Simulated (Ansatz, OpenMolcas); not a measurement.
**Heat of formation of C4H6 (1,2-butadiene) from total energies**

C4H6 has 10 atoms, charge 0, and is taken as a singlet. SMILES: `C=C=CC`. The shape is that of a PBE0-D4/def2-TZVP optimisation.

```xyz
10

C    -1.0282    1.6402   -0.8077
C    -0.2150    0.6560   -0.5590
C     0.5956   -0.3298   -0.3056
C     0.5141   -1.2167    0.8983
H    -1.9386    1.4891   -1.3795
H    -0.8220    2.6456   -0.4538
H     1.3937   -0.5279   -1.0192
H     0.3807   -2.2612    0.6018
H    -0.3180   -0.9322    1.5423
H     1.4376   -1.1630    1.4823
```

Total energies at SVWN5/cc-pVDZ (OpenMolcas 26.06); the atoms run unrestricted:

| species | state | energy (Eh) |
| --- | --- | --- |
| C4H6 | singlet | -154.492039 |
| C | triplet | -37.457783 |
| H | doublet | -0.477467 |

Harmonic wavenumbers at PBE0-D4/def2-TZVP, in cm⁻¹: 171, 210, 344, 543, 577, 876, 891, 898, 1015, 1057, 1093, 1159, 1359, 1400, 1467, 1475, 1501, 2077, 3044, 3101, 3136, 3139, 3153, 3215.

Measured heats of formation of the gaseous atoms at 298.15 K, in kJ/mol: C 716.9, H 218.0. Spin-orbit lowering of the atoms at 298 K (mean of the ground term's levels less their thermal mean, from spectra), in kJ/mol: C 0.02. Take 1 Eh = 2625.50 kJ/mol, 1 cm⁻¹ = 0.0119627 kJ/mol, RT = 2.479 kJ/mol.

Work out the heat of formation of the gas at 298 K.


1. Electronic atomisation energy: 4 × (-37.457783) + 6 × (-0.477467) − (-154.492039) = 1.796105 Eh = 4715.7 kJ/mol.
2. Zero-point energy: half the sum of the wavenumbers, 18450.5 cm⁻¹ = 220.7 kJ/mol.
3. Thermal vibrational enthalpy, Σ hcν̃/(exp(hcν̃/kT) − 1): 5.8 kJ/mol. Translation, rotation and pV of a non-linear molecule: 4 RT = 9.9 kJ/mol.
4. The 10 free atoms carry 5/2 RT each: 62.0 kJ/mol.
5. Spin-orbit coupling lowers the free atoms by 4 × 0.02 = 0.1 kJ/mol.
6. Atomisation enthalpy at 298 K: 4715.7 − 0.1 − 220.7 − 5.8 − 9.9 + 62.0 = 4541.2 kJ/mol.
7. Sum of the atoms' heats of formation: 4175.6 kJ/mol. Heat of formation: 4175.6 − 4541.2 = -365.6 kJ/mol.

The tabulated value is +162.3 kJ/mol (CRC Handbook of Chemistry and Physics), so this level is off by -527.9 kJ/mol, or 13.2 % of the atomisation enthalpy. The LDA overbinds, which puts heats of formation too low. Anharmonicity and any spin-orbit splitting of the molecule are left out.
